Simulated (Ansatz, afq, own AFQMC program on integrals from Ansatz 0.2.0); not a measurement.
## Where AFQMC and coupled cluster stand for SiH₃⁺, triplet

```yaml
atoms:
  - { symbol: Si, position_ang: [0.0000, 0.1208, -0.1405] }
  - { symbol: H, position_ang: [0.0000, -2.1875, -1.4698] }
  - { symbol: H, position_ang: [0.7842, -0.5886, 2.6924] }
  - { symbol: H, position_ang: [-0.7842, -0.5886, 2.6924] }
```

Basis cc-pVDZ. Only valence electrons are correlated. AFQMC by an in-house program on the Cholesky factors that Ansatz 0.2.0 writes for its CCSD(T) run. The CISD trial takes its coefficients from CCSD amplitudes. Released means that phaseless walkers are propagated on without the constraint, phases kept. ± is one standard error of the sampling.

Determinant: UHF, the one that the program's search chose, which needn't be the lowest solution. The geometry is a point of a scan.

Full CI on the same integrals is exact in this basis and with this determinant's frozen core.

Cautions: lower spins were not checked; strong correlation (T1 0.124, weight of the determinant 0.67, largest double 0.31); unrestricted determinant spin contaminated (⟨S²⟩ 2.61 against 2.00); the released energies have errors that jump between times, so the bars are unsure, so no released level is given (meV from the phaseless value at times in 1/Eh: -6 ± 3 at 0.24, -10 ± 3 at 0.51, -7 ± 9 at 0.99, -13.3 ± 2.5 at 1.62, -15.3 ± 2.3 at 2.40).

- T1 diagnostic: 0.1244
- weight of the determinant in the CISD state: 0.670
- ⟨S²⟩ of the determinant: 2.613
- size of the correlated space: 6 electrons in 28 orbitals

Reference: full CI, correlation energy -2.617 eV. The cautions show a poor starting determinant, so the rows tell how each method copes with it here, and full CI is the sure value.

| level | E − E(reference) (kcal/mol) | share of correlation (%) |
| --- | --- | --- |
| HF | 60.35 | 0.00 |
| MP2 | 31.47 | 47.85 |
| CCSD | 1.36 | 97.75 |
| CCSD(T) | 0.57 | 99.05 |
| CCSDT | 0.08 | 99.87 |
| CCSDT(Q) | 0.05 | 99.92 |
| CCSDTQ | 0.00 | 100.00 |
| ph-AFQMC/CISD | 0.69 ± 0.08 | 98.85 |

CCSDT and higher add their correlation energy to the determinant of the CCSD(T) run, since their own runs factorise the integrals more tightly (a shift of under 2 meV).
